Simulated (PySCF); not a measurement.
Electronic absorption of glycolamide

Compound: glycolamide, C2H5NO2.
SMILES: `NC(=O)CO`

Method: TDDFT CAM-B3LYP/def2-SVPD, vertical, gas phase, core orbitals frozen in the response in PySCF. Geometry: GFN2-xTB, one conformer, isolated molecule. Torsions of this conformer, `[NH2:1][C:2](=[O:3])[CH2:4][OH:5]`: N1–C2–C4–O5 180°, H–N1–C2–O3 -179°, H–N1–C2–O3 0°, H–O5–C4–C2 0°.

```
state  E (eV)  λ (nm)  ν̃ (cm⁻¹)       f   main configurations (H = HOMO, L = LUMO)
   S1    6.10   203.1      49240  0.0002                              H-1→L+1 (94%)
   S2    7.29   170.1      58800   0.030                                H→L+1 (93%)
   S3    7.30   169.8      58900  0.0045                     H→L (65%), H-2→L (22%)
   S4    7.67   161.8      61820  0.0025                   H→L+2 (54%), H-2→L (35%)
   S5    7.67   161.7      61850   0.046                 H-1→L (73%), H-2→L+1 (17%)
   S6    7.94   156.2      64030   0.176  H-2→L+1 (65%), H-1→L+2 (20%), H-1→L (11%)
   S7    8.08   153.5      65130   0.030      H-2→L (27%), H→L+2 (23%), H→L+3 (22%)
   S8    8.55   145.1      68920   0.028  H-1→L+2 (56%), H-1→L+3 (18%), H-1→L (11%)
```

Triplets (Tamm–Dancoff): T1 5.63 eV, H-1→L+1 (93%); T2 5.82 eV, H-2→L+1 (68%), H→L+1 (21%); T3 7.05 eV, H→L (54%), H-2→L (35%).

The lowest singlet lies at 6.10 eV (203 nm, ultraviolet) and is dark (f under 0.0005); its leading configuration is HOMO-1→LUMO+1 (94%). The most intense listed level is S6 at 7.94 eV (156 nm, f = 0.176), 1.83 eV above S1. S4/S5 lie within about 0.01 eV of each other. Löwdin shares by element: HOMO oxygen 58% or more, nitrogen 12%, carbon 11% or more, hydrogen 5% or more; LUMO carbon 26%, hydrogen 25% or more, nitrogen 15% (atoms not listed hold the other 33%). Orbital energies (eV): HOMO-3 -11.52, HOMO-2 -10.08, HOMO-1 -9.70, HOMO -9.44, LUMO 0.93, LUMO+1 1.28, LUMO+2 1.88. The oscillator strengths of these states sum to 0.317; summed over the whole spectrum of an exact calculation they would give the number of electrons, 40 (Thomas–Reiche–Kuhn). The listed states span 2.44 eV, and the widest gap between neighbours is 1.19 eV (S1 to S2). Only the lowest 8 singlets were computed, as vertical energies without vibronic structure.

The run took 10 s of wall time on one thread of an x86-64 server, shared host.
